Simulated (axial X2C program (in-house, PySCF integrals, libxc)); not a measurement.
# How long does AlB take?

A bond scan computed with an in-house all-electron X2C program for linear molecules (integrals from PySCF). Basis: Al dyall-v3z [8s8p2d1f], B dyall-v3z [7s6p2d1f] (cores contracted in-house).

The run was started with this input:
```json
{"zs": [13, 5], "q": 0, "bas": ["dyall-v3z", "dyall-v3z"], "levels": ["PBE0", "HF", "TPSSh"], "cc": true, "r0": 2.11, "thr": -2.0, "nmax": 90, "npts": 10, "nst": 2, "ntry": 6}
```
```bash
python so2c.py task.json out
```

Keys: zs atomic numbers; q charge; bas basis sets; levels methods; cc coupled cluster on or off; r0 starting distance in Å; thr threshold in hartree for freezing inner shells (an s shell follows its p shell); nmax most natural virtual spinors; npts points on the curve; nst determinants followed; ntry starts of the search. HF also brings MP2.

Hardware: 1 thread of Intel(R) Xeon(R) Processor @ 2.30GHz, on a shared host.

Wall time of one point of each curve, integrals apart:

| Hamiltonian | level | points | seconds a point |
| --- | --- | --- | --- |
| spin-free | PBE0 | 10 | 0.21 |
| spin-free | HF | 10 | 0.09 |
| spin-free | CCSD(T) (6 electrons, 89 virtuals) | 7 | 2.7 |
| spin-free | TPSSh | 10 | 0.34 |
| 2c | PBE0 | 10 | 0.25 |
| 2c | HF | 10 | 0.16 |
| 2c | CCSD(T) (6 electrons, 90 virtuals) | 7 | 3 |
| 2c | TPSSh | 10 | 0.37 |

The rest:

Search with its distance optimisation 11 s, atoms 2.7 s, whole task 70 s. Coupled cluster runs on the points near the minimum only. The program drops outer points, and coupled cluster, when its time limit (not in the input) nears; MP2, further determinants and curves that did not converge are not in the table.
